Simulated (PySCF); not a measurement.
BC⁺: from constants to spectrum

PBE0 constants of BC⁺, ³Π (triplet), unpaired electrons σ ↑, π ↑, a second solution, started from another occupation (PySCF, no relativity, basis sets B cc-pVTZ, C cc-pVTZ; masses 11.0093 and 12.0000 u):

* ωe: 752.9 cm⁻¹
* ωexe: 20.4 cm⁻¹
* Be: 1.0531 cm⁻¹
* αe: 0.0276 cm⁻¹
* D (centrifugal): 8.24e-06 cm⁻¹

Give the vibrational terms G(v) and spacings up to v = 4.

G(v) = ωe(v+½) − ωexe(v+½)².

| v | G(v) (cm⁻¹) | G(v) − G(v−1) | Bv (cm⁻¹) |
| --- | --- | --- | --- |
| 0 | 371 |  | 1.039 |
| 1 | 1083 | 712 | 1.012 |
| 2 | 1755 | 671 | 0.984 |
| 3 | 2385 | 630 | 0.956 |
| 4 | 2975 | 590 | 0.929 |

For an ion De counts to the pair picked by the measured ionisation energies or electron affinities, which need not be the lowest pair at this level.
